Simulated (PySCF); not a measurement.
## MgB⁺: energy against distance

Set-up: Mg cc-pVDZ, B cc-pVDZ; no relativity (PySCF 2.14). Energies in eV from Mg⁺ + B in their ground configurations at the same level. State: ¹Σ⁺ (singlet), closed shell.

All columns are PBE0. A positive dipole points towards B; it is taken about the centre of mass and depends on that origin.

```json
{"R (Å)": "2.239", "E (eV)": "-1.255", "μ (D)": "-1.99", "Mulliken charge on Mg (basis-dependent)": "0.71", "HOMO (eV)": "-11.40", "LUMO (eV)": "-8.70", "Mayer bond order": "1.03", "⟨S²⟩": "0.18"}
{"R (Å)": "2.343", "E (eV)": "-1.417", "μ (D)": "-1.85", "Mulliken charge on Mg (basis-dependent)": "0.71", "HOMO (eV)": "-11.41", "LUMO (eV)": "-8.57", "Mayer bond order": "0.98", "⟨S²⟩": "0.18"}
{"R (Å)": "2.447", "E (eV)": "-1.506", "μ (D)": "-1.68", "Mulliken charge on Mg (basis-dependent)": "0.72", "HOMO (eV)": "-11.42", "LUMO (eV)": "-8.46", "Mayer bond order": "0.92", "⟨S²⟩": "0.20"}
{"R (Å)": "2.525", "E (eV)": "-1.537", "μ (D)": "-1.53", "Mulliken charge on Mg (basis-dependent)": "0.72", "HOMO (eV)": "-11.41", "LUMO (eV)": "-8.39", "Mayer bond order": "0.88", "⟨S²⟩": "0.21"}
{"R (Å)": "2.603", "E (eV)": "-1.545", "μ (D)": "-1.38", "Mulliken charge on Mg (basis-dependent)": "0.72", "HOMO (eV)": "-11.41", "LUMO (eV)": "-8.34", "Mayer bond order": "0.84", "⟨S²⟩": "0.24"}
{"R (Å)": "2.681", "E (eV)": "-1.536", "μ (D)": "-1.23", "Mulliken charge on Mg (basis-dependent)": "0.72", "HOMO (eV)": "-11.40", "LUMO (eV)": "-8.30", "Mayer bond order": "0.80", "⟨S²⟩": "0.26"}
{"R (Å)": "2.785", "E (eV)": "-1.503", "μ (D)": "-1.02", "Mulliken charge on Mg (basis-dependent)": "0.71", "HOMO (eV)": "-11.39", "LUMO (eV)": "-8.25", "Mayer bond order": "0.75", "⟨S²⟩": "0.29"}
{"R (Å)": "2.915", "E (eV)": "-1.440", "μ (D)": "-0.79", "Mulliken charge on Mg (basis-dependent)": "0.71", "HOMO (eV)": "-11.37", "LUMO (eV)": "-8.20", "Mayer bond order": "0.69", "⟨S²⟩": "0.34"}
{"R (Å)": "3.071", "E (eV)": "-1.348", "μ (D)": "-0.55", "Mulliken charge on Mg (basis-dependent)": "0.70", "HOMO (eV)": "-11.35", "LUMO (eV)": "-8.19", "Mayer bond order": "0.63", "⟨S²⟩": "0.40"}
{"R (Å)": "3.280", "E (eV)": "-1.216", "μ (D)": "-0.32", "Mulliken charge on Mg (basis-dependent)": "0.69", "HOMO (eV)": "-11.33", "LUMO (eV)": "-8.31", "Mayer bond order": "0.56", "⟨S²⟩": "0.46"}
```

A fit through these points gives, at Re = 2.596 Å, μ = -1.39 D and dμ/dR = 1.97 D/Å; the reduced mass is 7.546 u.

Problem. How strong is the fundamental in the double-harmonic approximation, I = 42.26·(dμ/dR)²/μred km/mol?

Solution. I = 42.26·(1.97)²/7.546 = 21.7 km/mol at PBE0.

⟨S²⟩ is raised (MgB⁺ 0.23), so spin contamination touches these numbers. ⟨S²⟩ of the unrestricted solution departs from its pure value on part of the curve, where spin states mix. For an ion De counts to the pair picked by the measured ionisation energies or electron affinities, which need not be the lowest pair at this level.
